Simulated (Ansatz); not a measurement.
`CNC(O)S`. The species carries charge 0 and has multiplicity 1. The geometry is a stationary point of PBE0-D4/def2-TZVP. It is one conformer, not always the lowest.

```xyz
12

C     1.091    1.118    0.220
N     0.392    0.092   -0.530
C    -0.596   -0.618    0.226
O    -0.004   -1.637    0.964
S    -1.860   -1.348   -0.894
H     0.431    1.913    0.600
H     1.853    1.573   -0.413
H     1.596    0.664    1.074
H     0.013    0.435   -1.399
H    -1.125    0.009    0.955
H     0.678   -2.012    0.394
H    -2.468   -0.189   -1.198
```

Question: What is the dipole moment at PBE/def2-TZVPP? (Estimate.)

Answer: Computed: 2.56 D, with components (0.85, 2.30, -0.72) D in this frame, pointing from negative to positive charge.

Question: And with r2SCAN, B3LYP, ωB97M-V? (Estimate.)

Answer: Ansatz gave: r2SCAN 2.65 D, B3LYP 2.61 D, ωB97M-V 2.61 D.

Question: Give the Mulliken charges with PBE, r2SCAN, ωB97M-V in def2-TZVPP. (An estimate is asked.)

Answer: Computed: 
```json
{"atom": "C1", "PBE": "-0.21", "r2SCAN": "-0.07", "ωB97M-V": "-0.26"}
{"atom": "N2", "PBE": "-0.22", "r2SCAN": "-0.29", "ωB97M-V": "-0.23"}
{"atom": "C3", "PBE": "0.16", "r2SCAN": "0.28", "ωB97M-V": "0.12"}
{"atom": "O4", "PBE": "-0.28", "r2SCAN": "-0.34", "ωB97M-V": "-0.31"}
{"atom": "S5", "PBE": "-0.20", "r2SCAN": "-0.19", "ωB97M-V": "-0.15"}
{"atom": "H6", "PBE": "0.08", "r2SCAN": "0.04", "ωB97M-V": "0.11"}
{"atom": "H7", "PBE": "0.09", "r2SCAN": "0.05", "ωB97M-V": "0.12"}
{"atom": "H8", "PBE": "0.11", "r2SCAN": "0.07", "ωB97M-V": "0.13"}
{"atom": "H9", "PBE": "0.12", "r2SCAN": "0.12", "ωB97M-V": "0.09"}
{"atom": "H10", "PBE": "0.08", "r2SCAN": "0.05", "ωB97M-V": "0.11"}
{"atom": "H11", "PBE": "0.18", "r2SCAN": "0.20", "ωB97M-V": "0.18"}
{"atom": "H12", "PBE": "0.09", "r2SCAN": "0.08", "ωB97M-V": "0.10"}
```

B3LYP here is the variant with VWN-RPA as its local correlation; programs differ in this.
